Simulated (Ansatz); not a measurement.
A nudged elastic band was laid between two geometries of BFH2 + H2O (7 atoms, charge 0, multiplicity 1).

Theory: RHF/def2-SVPD in Ansatz 0.2.0.

* movable images: 7
* climbing image: yes
* spring: 5.0 eV/Å²
* optimiser: quadratic models (default)
* start path: through a guess of the saddle point
* force threshold: 0.05 eV/Å
* iteration limit: 60
* end points: relaxed

First end point:

```xyz
7
Properties=species:S:1:pos:R:3
B 0.020 0.276 0.012
F -0.151 0.675 1.275
H 1.129 0.296 -0.432
H -0.954 0.181 -0.677
O 0.069 -1.911 0.501
H -0.748 -2.360 0.350
H 0.276 -2.011 1.417
```

Last end point:

```xyz
7
Properties=species:S:1:pos:R:3
B -0.120 -0.236 -0.711
F 0.651 -0.998 2.910
H 0.595 0.705 -0.537
H -0.666 -0.450 -1.756
O -0.306 -1.081 0.330
H -0.878 -1.813 0.161
H 0.367 -0.980 2.047
```

(1) Which bonds break or form, and what moves?

(2) Give the energies along the band, and the barrier.

(3) What is the geometry of the highest image?

(4) What are the harmonic wavenumbers there?

## Answers

(1) Bonds broken: B1–F2, O5–H7. Bonds formed: B1–O5, F2–H7. BFH2 + H2O becomes BH3O + FH.

(2) The run converged. The highest image is number 3 of 0 to 8, 31.1 kcal/mol above the first end and 33.2 kcal/mol above the last; the last end lies 2.1 kcal/mol below the first. A vibrational analysis at the climbing image gives one clearly imaginary mode, 1602i cm⁻¹: a first-order saddle point. The orbitals stay closed-shell, which can raise the energy where a bond breaks towards radicals; this wasn't checked here.

```csv
image,path coordinate (Å),energy (kcal/mol),B1–F2 (Å),O5–H7 (Å),B1–O5 (Å)
0,0.00,0.0,1.34,0.95,2.24
1,0.50,0.3,1.36,0.95,1.86
2,1.00,7.3,1.43,0.97,1.67
3,1.50,31.1,1.67,1.22,1.51
4,2.14,8.2,2.30,1.77,1.38
5,2.78,2.0,2.90,1.97,1.36
6,3.43,-0.2,3.30,1.90,1.36
7,4.07,-1.5,3.59,1.84,1.35
8,4.72,-2.1,3.78,1.85,1.35
```

(3) 
```xyz
7
Properties=species:S:1:pos:R:3:forces:R:3
B 0.049 -0.252 -0.073 0.00 -0.01 0.00
F -0.018 0.073 1.566 0.00 0.00 0.01
H 1.087 0.187 -0.464 0.00 0.00 0.00
H -0.997 0.069 -0.557 0.00 0.00 0.00
O 0.119 -1.686 0.382 0.01 -0.01 0.01
H -0.643 -2.207 0.182 0.00 0.00 0.00
H 0.045 -1.038 1.409 0.00 0.01 -0.01
```

(4) 1602i, 506, 598, 760, 849, 863, 935, 1151, 1225, 1322, 1388, 2086, 2691, 2796, 4178 cm⁻¹.

The run took 83 s on 1 thread of Arm Neoverse V2 (shared host), peak memory 0.14 GiB.
